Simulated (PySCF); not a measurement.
Gas-phase reaction: 2 BH2Cl + Cl2 + 2 BCl2 → 4 BHCl2

Computed with PySCF and rigid-rotor harmonic-oscillator thermochemistry at 1 bar. † marks an energy on the PBE0/def2-TZVP geometry and frequencies; other levels use their own. 6-31G* has spherical d functions here. Open shells (unrestricted): BCl2 (multiplicity 2); the rest are closed-shell singlets. B3LYP is the form with VWN-RPA correlation. BH2Cl: computed as isolated molecules; such fragments, hydroxides, amides, oligomers or adducts are transient or little studied in the gas. The harmonic model lacks anharmonicity and excited electronic states, which grow with temperature; levels with a mode under 35 cm⁻¹ are left out.

ΔH° and ΔS° at 298 K: B3LYP/6-31G* -780 kJ, -161 J/K; B3LYP/def2-TZVP† -749 kJ, -160 J/K; BLYP/def2-TZVP† -728 kJ, -160 J/K.

With the heat capacities included, give log10 K (1 bar) at 500, 600, 1400, 1800, 2000 K from B3LYP/6-31G*, B3LYP/def2-TZVP†, BLYP/def2-TZVP†.


| T (K) | B3LYP/6-31G* | B3LYP/def2-TZVP† | BLYP/def2-TZVP† |
|---|---|---|---|
| 500 | 73.0 | 69.9 | 67.6 |
| 600 | 59.5 | 56.9 | 55.0 |
| 1400 | 20.8 | 19.7 | 18.9 |
| 1800 | 14.4 | 13.6 | 13.0 |
| 2000 | 12.2 | 11.4 | 10.9 |
